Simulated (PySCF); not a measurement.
acetonitrile cation (C₂H₃N), SMILES CC#N (connectivity only; charge and spin as stated), charge +1, multiplicity 2. Atoms are numbered in the order given.

```xyz
6

C     -1.1567     0.0216     0.0000
C      0.2402     0.0220     0.0000
N      1.4425    -0.0077     0.0000
H     -1.4508    -1.0683     0.0000
H     -1.5738     0.4301     0.9302
H     -1.5738     0.4301    -0.9302
```
Charge +1, spin multiplicity 2.

Geometry optimised at B3LYP-D3(BJ)/def2-TZVP. A frequency run showed that this geometry is not a minimum. The multiplicity is an assumed one; other spin states were not compared.

Computed with TDA-PBE/def2-SVPD (PySCF 2.14.0).

Vertical excitations. Gas-phase values at a fixed geometry.

| state | energy (eV) | λ (nm) | f | main pairs |
|---|---|---|---|---|
| root 1 | 0.39 | 3176 | 0.000 | β HOMO→LUMO 100 % |
| root 2 | 1.00 | 1238 | 0.001 | β HOMO−1→LUMO 99 % |
| root 3 | 3.46 | 359 | 0.001 | β HOMO−3→LUMO 100 % |
| root 4 | 3.95 | 314 | 0.080 | β HOMO−2→LUMO 91 % |
| root 5 | 4.88 | 254 | 0.008 | β HOMO−4→LUMO 98 % |
| root 6 | 6.28 | 198 | 0.000 | α HOMO→LUMO+1 40 %, β HOMO→LUMO+1 55 % |
| root 7 | 6.65 | 186 | 0.000 | α HOMO→LUMO 83 %, β HOMO→LUMO+2 13 % |
| root 8 | 7.24 | 171 | 0.000 | α HOMO−2→LUMO 64 %, β HOMO−1→LUMO+2 34 % |
| root 9 | 7.44 | 167 | 0.000 | α HOMO−2→LUMO+1 41 %, β HOMO−1→LUMO+1 58 % |
| root 10 | 7.51 | 165 | 0.011 | α HOMO−1→LUMO 67 %, α HOMO→LUMO+1 23 %, β HOMO→LUMO+1 7 % |
Unrestricted roots are not spin-pure.
